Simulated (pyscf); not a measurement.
This saddle point was located with ωB97X-D3(BJ)/def2-SVP in PySCF.

```xyz
7

In     0.1854     0.1065     0.3182
C     -1.7523    -0.7019    -0.1276
H     -1.7039    -1.2640    -1.0739
H     -2.4715     0.1233    -0.2515
H     -2.1097    -1.3723     0.6681
F      1.0142     1.5278    -1.1137
H      1.6178     1.0741     0.0874
```

Surface: singlet, charge 0. Lowest wavenumbers (cm⁻¹): 1301i, 21, 128, 444, 453.

**Question.** Name the species on either side of this saddle.

**Answer.** H₃C–In [singlet] + hydrogen fluoride (HF) ⇌ H₃C–InH–F, an insertion read from left to right: F–H broken and F–In, H–In formed. At CCSD(T)/def2-TZVPP + ΔMP2(QZVPP) it lies +26.8 kcal/mol from the left side and +43.3 kcal/mol from the right (each side as separated species at their lowest minima found). The same reactants have a lower exit, to F–In [singlet] + CH₄ (barrier -5.5 kcal/mol at ωB97M-D3(BJ), against +25.5 kcal/mol here). One saddle was located; it need not be the lowest between these sides. The CCSD(T) − MP2 part came from Ansatz, without density fitting, on the same reference. The frozen core leaves the outer d or s,p core shells of the metals and heavy elements correlated in the MP2 and CC values, and def2-TZVPP describes them poorly, which can shift differences by a few kcal/mol. Elements past Kr carry the def2 core potentials, without spin-orbit coupling.
